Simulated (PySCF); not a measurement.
## AlF under electron impact: the energy ladder

PBE in PySCF with def2-TZVPPD on every atom, for the lowest determinant that a PBE0 search found; no spin–orbit coupling.

```json
{"species": "AlF", "state (unpaired electrons)": "singlet (closed shell)", "Re (Å)": "1.686", "ωe (cm⁻¹)": "742", "energy of the minimum from the neutral (eV)": "0.00", "De (eV)": "7.05", "dissociates to": "Al + F"}
{"species": "AlF⁺", "state (unpaired electrons)": "doublet (σ ↑)", "Re (Å)": "1.623", "ωe (cm⁻¹)": "882", "energy of the minimum from the neutral (eV)": "9.60", "De (eV)": "3.52", "dissociates to": "Al⁺ + F"}
```

Work out the lowest energy to break AlF into atoms, from its vibrational ground state.

D0 = De − ωe/2 = 7.05 − 0.05 = 7.00 eV (PBE/def2-TZVPPD).

Work out the ionisation energy of the Al atom at this level and the threshold of dissociative ionisation.

IE(Al) = 9.60 + 3.52 − 7.05 = 6.07 eV, so Al⁺ + F + e⁻ appears at D0 + IE(Al) = 13.07 eV (PBE/def2-TZVPPD). The measured IE(Al) is 5.986 eV (NIST ASD).

These are thermodynamic thresholds; the onsets seen under electron impact lie higher where the geometry changes, and cross-sections peak well above them.

For an ion De counts to the pair picked by the measured ionisation energies or electron affinities, which need not be the lowest pair at this level. States were picked by a PBE0 search and need not be the measured ground states.
